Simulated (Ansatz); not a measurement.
Born–Oppenheimer molecular dynamics of AlH3O (5 atoms, charge 0, multiplicity 1). It starts at the highest image of a converged band. Of that band: Beside the main top the profile has a ripple of under 15 meV (maxima at images 1, 4), which may be a very shallow well or noise. Neighbouring images differ by up to 1.7 eV, so the band resolves the path poorly. A vibrational analysis at the climbing image gives one clearly imaginary mode, 1484i cm⁻¹: a first-order saddle point.

Method: Ansatz, RKS PBE0/def2-SVP.

```yaml
ensemble: NVE (velocity Verlet)
time_step: 0.5 fs
steps_asked: 200
starting_velocities_drawn_for: 100 K
seed: 2169
```

First frame:

```xyz
5
Properties=species:S:1:pos:R:3
Al 0.199 0.095 -0.441
O 0.833 0.116 1.305
H 0.704 -0.344 2.153
H 1.706 -0.150 0.357
H -1.415 0.003 -0.556
```

What does the run give?

The run went to its last step.

| Property | Result |
| --- | --- |
| steps done | 200 |
| time covered | 100 fs |
| mean temperature over the second half | 1436 K |
| spread of the potential energy over the second half | 21.6 meV per atom |
| mean potential energy of the second half above the start | -103.8 meV per atom |

The conserved energy stayed within 0.98 meV per atom of its start (net change -0.59 meV per atom), so the integration is sound. The kinetic energy rose, since the run started high on the potential surface and went downhill. It ends in pieces (AlH + H2O), so much of that is their flight and rotation, not heat. A run of 0.1 ps of so small a system gives no equilibrium averages. The orbitals stay closed-shell, which can raise the energy where a bond breaks towards radicals; this wasn't checked here.

What happens to the structure?

Between its relaxed ends the band would form O2–H4 and break Al1–H4. These pairs go: O2–H4 1.32 → 0.99 Å, Al1–H4 1.72 → 3.46 Å. In the last frame they stand as after the step (other bonds may differ from the relaxed reactants and products). Also parted: Al1–O2 1.86 → 3.47 Å. It ends as AlH + H2O. Pairs count as bonded within 1.25 times the sum of covalent radii (0.12 Å more for H–H). Another seed would give other details.

How do temperature and energy run in time?


| time (fs) | T (K) | potential energy less start (eV) | conserved less start (meV/atom) |
| --- | --- | --- | --- |
| 0 | 100 | 0.000 | 0.00 |
| 5 | 76 | 0.009 | 0.01 |
| 10 | 100 | 0.000 | 0.08 |
| 15 | 578 | -0.184 | 0.18 |
| 20 | 1663 | -0.607 | -0.18 |
| 25 | 2006 | -0.739 | 0.11 |
| 30 | 2881 | -1.082 | -0.79 |
| 35 | 2809 | -1.054 | -0.73 |
| 40 | 2205 | -0.817 | -0.11 |
| 45 | 1701 | -0.622 | -0.29 |
| 50 | 1731 | -0.631 | 0.28 |
| 55 | 1395 | -0.500 | 0.44 |
| 60 | 1341 | -0.481 | 0.02 |
| 65 | 1650 | -0.605 | -0.76 |
| 70 | 1943 | -0.719 | -0.86 |
| 75 | 1443 | -0.521 | -0.01 |
| 80 | 1507 | -0.545 | 0.20 |
| 85 | 1022 | -0.356 | 0.38 |
| 90 | 1243 | -0.443 | 0.01 |
| 95 | 1071 | -0.378 | -0.27 |
| 100 | 1443 | -0.524 | -0.59 |

Run time: 2.7 min on 1 thread of Arm Neoverse V1, on a shared host, peak memory 0.086 GiB.
